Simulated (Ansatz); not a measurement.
# HN: the cost of one run

Computed with Ansatz 0.2.0 (CCSD(T) on unrestricted Hartree-Fock, Gaussian basis cc-pVTZ, and further levels as typed in the inputs, unless a step's input says otherwise).

## Step 1: Starting point

Bond lengths: N1–H2 1.081 Å.

Coordinates:

```xyz
2

N     0.0000    0.0000   -0.5405
H     0.0000    0.0000    0.5405
```

## Step 2: Relaxing the atoms: HN, charge +1

It takes the final geometry of an earlier run.

The input, input.yaml:

```yaml
relax:
  f_tol: 0.001
  max_steps: 200
crystal:
  periodic: [false, false, false]
  atoms:
    - { symbol: "N", position_ang: [0.0, -1.2e-07, -0.54054974] }
    - { symbol: H, position_ang: [0.0, 1.2e-07, 0.54054974] }
magnetization:
  spin_polarized: true
  initial_magnetization: 1
total_charge: 1
basis:
  gaussian: { orbitals: cc-pVTZ }
hamiltonian:
  xc: hf
correlation:
  method: ccsd_t
```

Command:

```
> ansatz run input.yaml --threads 4 --pin off --max-ram 12288MiB --backend cpu --events-out ev --progress --plain --runs-dir out
```

Q: Estimate wall time and peak memory on 4 threads of AMD EPYC 7R43 (Zen 3), shared host.

About 6.4 s, with a peak of 0.17 GiB.
